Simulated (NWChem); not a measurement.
**CH5BSi (SMILES B[Si]C): levels of theory compared**

We compute a comparison of 5 runs (UHF/STO-3G, UHF/3-21G, UB3LYP/6-31G*, U-r2SCAN/def2-SVP) of CH5BSi. 

The calculation is run with NWChem 7.3.0.

### Step 1. The molecule

The species is CH5BSi (8 atoms), meant as a triplet with charge 0. As SMILES, `B[Si]C`. The coordinates come from a GFN2-xTB relaxation.

Bond lengths: B1–Si2 1.886 Å, Si2–C3 1.921 Å, B1–H4 1.178 Å, B1–H5 1.174 Å, C3–H6 1.089 Å, C3–H7 1.088 Å, C3–H8 1.090 Å. Angles: B1–Si2–C3 128.4°, Si2–B1–H4 120.2°, Si2–B1–H5 121.0°, Si2–C3–H6 111.2°, Si2–C3–H7 112.7°, Si2–C3–H8 110.3°, H4–B1–H5 118.7°, H6–C3–H7 107.4°, H6–C3–H8 107.5°, H7–C3–H8 107.6°.

### Step 2. Energy and forces at UHF/STO-3G (run 1)

work.xyz

```xyz
8

B     -1.102040     1.258380    -0.950840
Si     0.468740     0.756170    -0.036290
C      0.900010    -0.943950     0.746830
H     -1.975210     0.481560    -1.101470
H     -1.229830     2.341680    -1.384210
H      0.687430    -0.950940     1.814480
H      1.947500    -1.210360     0.622690
H      0.303390    -1.732550     0.288810
```

work.nw

```
start work
memory total 2200 mb
charge 0

geometry noautosym nocenter noautoz
  load work.xyz
end

basis spherical bse
  B library STO-3G
  Si library STO-3G
  C library STO-3G
  H library STO-3G
end

scf
  nopen 2
  uhf
  thresh 1e-08
  maxiter 80
end

task scf gradient
```

Command:

```
$ nwchem work.nw > work.out
```

Output:

```text
[...]
  functions       =    24
[...]
  wavefunction    = UHF
[...]
         Total SCF energy =   -350.192740784783
      One electron energy =   -645.775449172985
      Two electron energy =    215.115837717786
 Nuclear repulsion energy =     80.466870670415
                       Sz =      1.0000
                 Sz(Sz+1) =      2.0000
                      S^2 =      2.0026
[...]
                         UHF ENERGY GRADIENTS
    atom               coordinates                        gradient
                 x          y          z           x          y          z
   1 B      -2.082554   2.377993  -1.796827    0.006878   0.012226  -0.000513
   2 Si      0.885790   1.428954  -0.068578   -0.013621   0.003933  -0.006955
   3 C       1.700772  -1.783807   1.411304    0.015577  -0.010037   0.009779
   4 H      -3.732606   0.910016  -2.081476   -0.006893  -0.010664   0.000277
   5 H      -2.324042   4.425134  -2.615778   -0.001175   0.009911  -0.004185
   6 H       1.299054  -1.797016   3.428870   -0.000749   0.000048   0.003726
   7 H       3.680241  -2.287249   1.176713    0.003470  -0.003933   0.001203
   8 H       0.573324  -3.274045   0.545772   -0.003487  -0.001483  -0.003333
[...]
```

It took 1.7 s on 1 thread of AMD EPYC 9R45 (Zen 5), shared host; peak memory 0.099 GiB.

### Step 3. Energy and forces at UHF/3-21G (run 2)

run.py

```python
from ase import Atoms
from ase.calculators.nwchem import NWChem

molecule = Atoms(['B', 'Si', 'C', 'H', 'H', 'H', 'H', 'H'], positions=[
    [-1.102040, 1.258380, -0.950840],
    [0.468740, 0.756170, -0.036290],
    [0.900010, -0.943950, 0.746830],
    [-1.975210, 0.481560, -1.101470],
    [-1.229830, 2.341680, -1.384210],
    [0.687430, -0.950940, 1.814480],
    [1.947500, -1.210360, 0.622690],
    [0.303390, -1.732550, 0.288810],
])

calc = NWChem(
    label='struct',
    theory='scf',
    memory='2200 mb',
    basis='3-21G',
    basispar='spherical bse',
    scf={'nopen': '2', 'uhf': None, 'thresh': '1e-08', 'maxiter': '80'},
)
molecule.calc = calc

forces = molecule.get_forces()
print("Total energy (eV):", round(molecule.get_potential_energy(), 6))
print("forces (eV/A):")
for s, f in zip(molecule.symbols, forces):
    print(f"{s:2s} {f[0]:10.5f} {f[1]:10.5f} {f[2]:10.5f}")
```

Command:

```
$ export ASE_NWCHEM_COMMAND="nwchem PREFIX.nwi > PREFIX.nwo"
$ python run.py
```

Output:

```text
Total energy (eV): -9590.152444
forces (eV/A):
B    -1.03806    0.09652   -0.53674
Si    1.48054   -0.11642    0.70880
C    -0.10320   -0.50455    0.15468
H    -0.27876   -0.19628   -0.06659
H     0.00257    0.34263   -0.10490
H     0.00005    0.08264   -0.10634
H    -0.10655    0.20589   -0.07883
H     0.04335    0.08968    0.02988
```

The calculator wrote struct.nwi:

```
title "struct"

permanent_dir struct

scratch_dir struct

start struct

geometry units angstrom nocenter noautosym noautoz
  B  -1.1020399999999999e+00 1.2583800000000001e+00 -9.5084000000000002e-01
  Si 4.6873999999999999e-01 7.5617000000000001e-01 -3.6290000000000003e-02
  C  9.0000999999999998e-01 -9.4394999999999996e-01 7.4682999999999999e-01
  H  -1.9752099999999999e+00 4.8155999999999999e-01 -1.1014699999999999e+00
  H  -1.2298300000000000e+00 2.3416800000000002e+00 -1.3842099999999999e+00
  H  6.8742999999999999e-01 -9.5094000000000001e-01 1.8144800000000001e+00
  H  1.9475000000000000e+00 -1.2103600000000001e+00 6.2268999999999997e-01
  H  3.0338999999999999e-01 -1.7325500000000000e+00 2.8881000000000001e-01
end

memory 2200 mb

basis spherical bse noprint
   * library 3-21G
end

scf
  nopen 2
  uhf
  thresh 1e-08
  maxiter 80
end

task scf gradient
```

struct.nwo, cut to the lines that bear on the results:

```text
[...]
      One electron energy =   -645.196141414018
[... 1 line left out ...]
 Nuclear repulsion energy =     80.466870670415
[... 38 lines left out ...]
          Final beta eigenvalues
[... 204 lines left out ...]
                     UHF Final Beta Molecular Orbital Analysis
[...]
  wavefunction    =   UHF
                         UHF ENERGY GRADIENTS
    atom               coordinates                        gradient
                 x          y          z           x          y          z
   1 B      -2.082554   2.377993  -1.796827    0.020187  -0.001877   0.010438
   2 Si      0.885790   1.428954  -0.068578   -0.028792   0.002264  -0.013784
   3 C       1.700772  -1.783807   1.411304    0.002007   0.009812  -0.003008
[... 4 lines of this table left out ...]
   8 H       0.573324  -3.274045   0.545772   -0.000843  -0.001744  -0.000581
[...]
```

Run time: 2 s. Hardware: 1 thread of AMD EPYC 9R45 (Zen 5), shared host; peak memory 0.099 GiB.

Run 3 isn't shown in full; the table further down has it.

### Step 4. Energy and forces at UB3LYP/6-31G(d) (Cartesian functions) (run 4)

ch5bsi.nw

```
START ch5bsi
TITLE "CH5BSi gradient"
memory stack 880 mb heap 220 mb global 1100 mb
GEOMETRY noautosym nocenter noautoz
   B    -1.102040    1.258380   -0.950840
   Si    0.468740    0.756170   -0.036290
   C     0.900010   -0.943950    0.746830
   H    -1.975210    0.481560   -1.101470
   H    -1.229830    2.341680   -1.384210
   H     0.687430   -0.950940    1.814480
   H     1.947500   -1.210360    0.622690
   H     0.303390   -1.732550    0.288810
END
BASIS cartesian
   * library 6-31G*
END
DFT
   xc b3lyp
   mult 3
   grid xfine
   convergence energy 1e-08
   maxiter 100
   mulliken
   print medium
END
TASK dft gradient
```

Command:

```
$ nwchem ch5bsi.nw > ch5bsi.out
```

Output:

```text
[...]
          Wavefunction type:  spin polarized.
          No. of atoms     :     8
          No. of electrons :    30
[...]
          Charge           :     0
          Spin multiplicity:     3
[...]
          AO basis - number of functions:    59
[...]
              XC Information
              --------------
                         B3LYP Method XC Potential
                     Hartree-Fock (Exact) Exchange  0.200
                        Slater Exchange Functional  0.800 local
                    Becke 1988 Exchange Functional  0.720 non-local
              Lee-Yang-Parr Correlation Functional  0.810
                  VWN I RPA Correlation Functional  0.190 local
[...]
 d= 0,ls=0.0,diis     1   -355.3236877646 -4.36D+02  7.44D-03  7.48D-02     1.9
[...]
 d= 0,ls=0.0,diis    11   -355.3592132965 -9.23D-09  2.09D-07  4.73D-11    19.9
[...]
         Total DFT energy =     -355.359213296532
      One electron energy =     -647.773530329647
           Coulomb energy =      244.195931480989
    Exchange-Corr. energy =      -32.248485118289
 Nuclear repulsion energy =       80.466870670415
[...]
      Total Density - Mulliken Population Analysis
     ---------------------------------------------
    Atom       Charge   Shell Charges
 -----------   ------   -------------------------------------------------------
    1 B    5     5.12   1.99  0.57  1.45  0.47  0.58  0.06
    2 Si  14    13.78   2.00  1.99  5.96  1.17  1.64  0.40  0.60  0.01
    3 C    6     6.68   1.99  0.67  2.12  0.69  1.18  0.02
    4 H    1     0.99   0.52  0.48
    5 H    1     0.99   0.52  0.47
    6 H    1     0.81   0.52  0.30
    7 H    1     0.81   0.52  0.30
    8 H    1     0.82   0.52  0.30
[...]
      <S2> =      2.0020 (Exact =     2.0000)
[...]
  wavefunction    = open shell
                         DFT ENERGY GRADIENTS
    atom               coordinates                        gradient
                 x          y          z           x          y          z
   1 B      -2.082554   2.377993  -1.796827    0.011294  -0.001094   0.005898
   2 Si      0.885790   1.428954  -0.068578   -0.022406   0.006692  -0.012727
   3 C       1.700772  -1.783807   1.411304    0.004390  -0.003273   0.003929
   4 H      -3.732606   0.910016  -2.081476    0.007089   0.007616   0.000806
   5 H      -2.324042   4.425134  -2.615778   -0.000224  -0.009594   0.003004
   6 H       1.299054  -1.797016   3.428870    0.001251  -0.001834  -0.005254
   7 H       3.680241  -2.287249   1.176713   -0.004983  -0.001646   0.001562
   8 H       0.573324  -3.274045   0.545772    0.003589   0.003133   0.002783
[...]
```

Wall time 24 s (1 thread of AMD EPYC 9R45 (Zen 5), shared host); peak memory 0.14 GiB.

### Step 5. Energy and gradient at U-r2SCAN/def2-SVP (run 5)

a.xyz

```xyz
8

B     -1.102040     1.258380    -0.950840
Si     0.468740     0.756170    -0.036290
C      0.900010    -0.943950     0.746830
H     -1.975210     0.481560    -1.101470
H     -1.229830     2.341680    -1.384210
H      0.687430    -0.950940     1.814480
H      1.947500    -1.210360     0.622690
H      0.303390    -1.732550     0.288810
```

a.nw

```
start a
memory stack 880 mb heap 220 mb global 1100 mb

geometry units angstroms noautosym nocenter noautoz
  load format xyz a.xyz
end

basis spherical bse
  * library def2-SVP
end

dft
  xc r2scan
  mult 3
  grid xfine
  convergence energy 1e-08
  iterations 100
  mulliken
end

task dft gradient
```

Command:

```
$ nwchem a.nw > a.out
```

Output:

```text
[...]
          Wavefunction type:  spin polarized.
          No. of atoms     :     8
          No. of electrons :    30
[...]
          Charge           :     0
          Spin multiplicity:     3
[...]
          AO basis - number of functions:    71
[...]
              XC Information
              --------------
                      r^2SCAN Method XC Functional
               r^2SCAN metaGGA Exchange Functional  1.000
                     r^2SCAN Correlation Potential  1.000
[...]
 d= 0,ls=0.0,diis     1   -355.1064941424 -4.36D+02  8.79D-03  4.85D-02     2.8
[...]
 d= 0,ls=0.0,diis    11   -355.1385068254 -8.46D-09  7.56D-07  1.79D-09    30.0
[...]
         Total DFT energy =     -355.138506825389
      One electron energy =     -647.437036214718
           Coulomb energy =      243.964494769216
    Exchange-Corr. energy =      -32.132836050301
 Nuclear repulsion energy =       80.466870670415
[...]
      Total Density - Mulliken Population Analysis
     ---------------------------------------------
    Atom       Charge   Shell Charges
 -----------   ------   -------------------------------------------------------
    1 B    5     5.14   1.99  0.84  0.21  1.54  0.55  0.02
    2 Si  14    13.79   2.00  1.99  1.12  0.37  5.93  1.14  1.13  0.11
    3 C    6     6.34   1.99  0.90  0.28  2.10  1.07  0.02
    4 H    1     0.99   0.74  0.23  0.02
    5 H    1     1.00   0.75  0.23  0.02
    6 H    1     0.91   0.72  0.16  0.03
    7 H    1     0.91   0.73  0.16  0.03
    8 H    1     0.91   0.72  0.16  0.03
[...]
      <S2> =      2.0054 (Exact =     2.0000)
[...]
  wavefunction    = open shell
                         DFT ENERGY GRADIENTS
    atom               coordinates                        gradient
                 x          y          z           x          y          z
   1 B      -2.082554   2.377993  -1.796827    0.003671   0.001013   0.001524
   2 Si      0.885790   1.428954  -0.068578   -0.020653   0.011169  -0.013583
   3 C       1.700772  -1.783807   1.411304    0.005834  -0.011831   0.008234
   4 H      -3.732606   0.910016  -2.081476    0.011594   0.011773   0.001537
   5 H      -2.324042   4.425134  -2.615778    0.000561  -0.015578   0.005455
   6 H       1.299054  -1.797016   3.428870    0.002034  -0.001830  -0.009360
   7 H       3.680241  -2.287249   1.176713   -0.009100  -0.000456   0.001692
   8 H       0.573324  -3.274045   0.545772    0.006060   0.005740   0.004500
[...]
```

It took 37 s on 1 thread of AMD EPYC 9R45 (Zen 5), shared host; peak memory 0.14 GiB.

### Step 6. The series

```tsv
run	level	iteration cap	module	energy (Eh)	dipole moment (D)	HOMO energy (eV)	LUMO energy (eV)	wall time
1	UHF/STO-3G	80	scf	-350.192741	1.35	-5.35	5.92	1.7 s
2	UHF/3-21G	80	scf	-352.431605	1.21	-8.26	0.83	2 s
3	UB3LYP/6-31G* (spherical functions)	100	dft	-355.356088	1.80	-5.77	-3.08	21 s
4	UB3LYP/6-31G* (Cartesian functions)	100	dft	-355.359213	1.80	-5.77	-3.08	24 s
5	U-r2SCAN/def2-SVP	100	dft	-355.138507	1.89	-5.46	-3.47	37 s
```

### Step 7. Outcome

| quantity | value |
| --- | --- |
| run 5: total energy | -355.13851 Eh |
| run 5: dipole moment | 1.89 D |
| run 5: HOMO energy (highest over α and β) | -5.46 eV |
| run 5: LUMO energy (lowest over α and β) | -3.47 eV |
| run 5: ⟨S²⟩ | 2.005 |
| run 5: largest force on an atom | 1.395 eV/Å |

**Reading.** The dipole moment (its size) runs from 1.21 D (UHF/3-21G) to 1.89 D (U-r2SCAN/def2-SVP). The two ends differ in method and basis. Totals of different functionals can't be ranked against each other. In run 1 the basis is minimal, so the values are rough. All runs together took 86 s, the longest 37 s.
